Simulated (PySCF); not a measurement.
hydrogen isocyanide (CHN), SMILES [C-]#[NH+].

The structure is a stationary point at B3LYP-D3(BJ)/def2-TZVPD.

Method: TDA-PBE/def2-TZVPD (PySCF).

Vertical excitations; the highest root listed may be one member of a degenerate set.  State labels are in the subgroup C2v.

Computed excitation energies, oscillator strengths and character:
| state | symmetry | energy (eV) | λ (nm) | f | main pairs |
|---|---|---|---|---|---|
| S1 | A1 | 7.38 | 168 | 0.043 | HOMO→LUMO+2 98 % |
| S2 | B1 | 8.18 | 152 | 0.096 | HOMO→LUMO (degenerate set) |
| S3 | B2 | 8.18 | 152 | 0.096 | HOMO→LUMO+1 (degenerate set) |
| S4 | A2 | 8.62 | 144 | 0.000 | HOMO−1→LUMO 50 %, HOMO−2→LUMO+1 50 % |
| S5 | A1 | 8.81 | 141 | 0.063 | HOMO→LUMO+3 98 % |
| S6 | A1 | 8.88 | 140 | 0.000 | HOMO−2→LUMO, HOMO−1→LUMO+1 (degenerate set) |
| S7 | A2 | 8.88 | 140 | 0.000 | HOMO−2→LUMO+1, HOMO−1→LUMO (degenerate set) |
| S8 | B1 | 9.30 | 133 | 0.024 | HOMO−2→LUMO+2 (degenerate set) |
| S9 | B2 | 9.30 | 133 | 0.024 | HOMO−1→LUMO+2 (degenerate set) |
| S10 | A1 | 10.26 | 121 | 0.133 | HOMO→LUMO+4 95 % |
| T1 | B1 | 5.67 | 219 | 0 | HOMO→LUMO (degenerate set) |
| T2 | B2 | 5.67 | 219 | 0 | HOMO→LUMO+1 (degenerate set) |
| T3 | A1 | 7.14 | 174 | 0 | HOMO→LUMO+2 64 %, HOMO−2→LUMO 18 %, HOMO−1→LUMO+1 18 % |
| T4 | A1 | 7.22 | 172 | 0 | HOMO→LUMO+2 36 %, HOMO−2→LUMO 32 %, HOMO−1→LUMO+1 32 % |
Triplets are in the Tamm–Dancoff approximation.
